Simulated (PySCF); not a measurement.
Orbital picture of Na₂

r²SCANh at R = 3.100 Å; PySCF, no relativity, basis sets Na def2-TZVPP. State: ¹Σg⁺ (singlet), closed shell. Only the outer orbitals are listed.

```json
{"orbital": "σg", "occ.": "2", "ε (eV)": "-30.55", "main shells (%)": "100 p"}
{"orbital": "πu", "occ.": "2", "ε (eV)": "-30.52", "main shells (%)": "100 p"}
{"orbital": "πu", "occ.": "2", "ε (eV)": "-30.52", "main shells (%)": "100 p"}
{"orbital": "πg", "occ.": "2", "ε (eV)": "-30.52", "main shells (%)": "100 p"}
{"orbital": "πg", "occ.": "2", "ε (eV)": "-30.52", "main shells (%)": "100 p"}
{"orbital": "σu", "occ.": "2", "ε (eV)": "-30.49", "main shells (%)": "100 p"}
{"orbital": "σg", "occ.": "2", "ε (eV)": "-3.30", "main shells (%)": "95 s"}
{"orbital": "σu", "occ.": "0", "ε (eV)": "-1.46", "main shells (%)": "70 s, 30 p"}
{"orbital": "πu", "occ.": "0", "ε (eV)": "-0.68", "main shells (%)": "99 p"}
{"orbital": "πu", "occ.": "0", "ε (eV)": "-0.68", "main shells (%)": "99 p"}
```

Which are the highest filled and the lowest empty level, where do they sit, and how wide is the gap?

Highest filled σg at -3.30 eV (in %: 95 s); lowest empty σu at -1.46 eV (in %: 70 s, 30 p); the gap at r²SCANh is 1.84 eV.

```json
{
 "bond order (Mayer)": "0.99",
 "⟨S²⟩": "0.000"
}
```

Closed-shell solutions of metal pairs were not tested for spin polarisation, which can lower them a little.
